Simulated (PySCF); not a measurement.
**Spin–spin coupling constants**

Geometry:
```csv
atom,x (Å),y (Å),z (Å)
B1,-0.510,-0.016,-0.032
C2,1.078,-0.013,0.008
N3,2.244,-0.013,0.036
H4,-0.893,-0.911,-0.798
H5,-0.943,-0.225,1.111
H6,-0.907,1.086,-0.438
```

Total charge -1.

Couplings: B3LYP/pcJ-1 in PySCF, geometry PBE0-D3(BJ)/def2-SVP; gas phase, one conformer, non-relativistic. Couplings are averaged over pairs made equivalent by symmetry, fast rotation or ring inversion, so a value needn't be that of the named pair in this geometry, while other rotamers aren't included; one pair stands for each set, and the list holds those of at least 1.5 Hz over up to four bonds.

Isotopes: ¹¹B, ¹H, ¹³C, ¹⁵N.

```tsv
pair	bonds	J (Hz)
B1, C2	1	?
B1, H4	1	95.5
C2, N3	1	-16.1
C2, H4	2	-6.8
H4, H5	2	?
N3, H4	3	-1.6
```

Question: Estimate the withheld couplings, with signs.

Answer: 
- ¹J(B1,C2) = 62.2 Hz (bond length 1.588 Å)
- ²J(H4,H5) = -14.7 Hz
